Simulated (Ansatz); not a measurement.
CsCl-type TlBr, treated with PBE in Ansatz (PAW).

Settings: plane-wave cutoff 500 eV, 8×8×8 k mesh, gaussian smearing 0.02 eV, scalar-relativistic PAW data made under PBE.

Cell (relaxed at this level):

```xyz
2
Lattice="4.0523 0.0000 0.0000 0.0000 4.0523 0.0000 0.0000 0.0000 4.0523" Properties=species:S:1:pos:R:3 pbc="T T T"
Tl     0.0000     0.0000     0.0000
Br     2.0262     2.0262     2.0262
```

Task: Predict the band gap.

Result: 
- band gap = 1.99 eV (on the SCF k mesh)

Measured, for comparison: band gap 2.68 eV (temperature not stated, no zero-point or thermal correction, detector crystals, literature values; as tabulated in Piasecki et al. (2022), doi:10.1039/d1ma01259b).

Spin–orbit coupling is not included; with these elements it can move the gap by several tenths of an eV or more.

Computed values are for the static lattice.

The result took around 12 core-seconds (rough).

Ansatz is an electronic-structure program.
